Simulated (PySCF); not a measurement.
What does the GFN2-xTB structure of `C(/CC)=N/C` look like in three dimensions?

Z-matrix in Å and degrees, rows numbered from 1:
```
C 
C   1  1.5220
C   2  1.5019  1  112.72
N   3  1.2566  2  127.79  1   179.90
C   4  1.4365  3  121.03  2     0.20
H   1  1.0881  2  110.45  3   -59.74
H   1  1.0879  2  110.59  3  -179.70
H   1  1.0880  2  110.54  3    60.30
H   2  1.0957  1  110.30  3  -121.27
H   2  1.0959  1  110.04  3   121.26
H   3  1.0854  2  116.52  1    -0.24
H   5  1.0935  4  110.61  3    70.15
H   5  1.0948  4  112.65  3   -50.47
H   5  1.0893  4  107.73  3  -171.07
```

Of the pairs four or more bonds apart, C2···H13 is among the closest relative to their van der Waals radii: 2.80 Å, 96 % of the sum of Bondi's values. The 2 C–N bonds span 1.257 Å (C3=N4, drawn double) to 1.437 Å (N4–C5, drawn single), a spread of 0.180 Å. The 5 heavy atoms lie in one plane (0.001 Å rms). N4 (imine nitrogen) is bent (angle 121.0°).

The geometry is computed with GFN2-xTB (gas phase).

Point group: near Cs, missed by 0.32 Å at most; the miss may be what the optimiser left on a soft mode. No GFN2-xTB frequencies stand behind this structure, so it isn't proved a minimum. One conformer, not necessarily the lowest (C1–C2–C3–N4 180°).
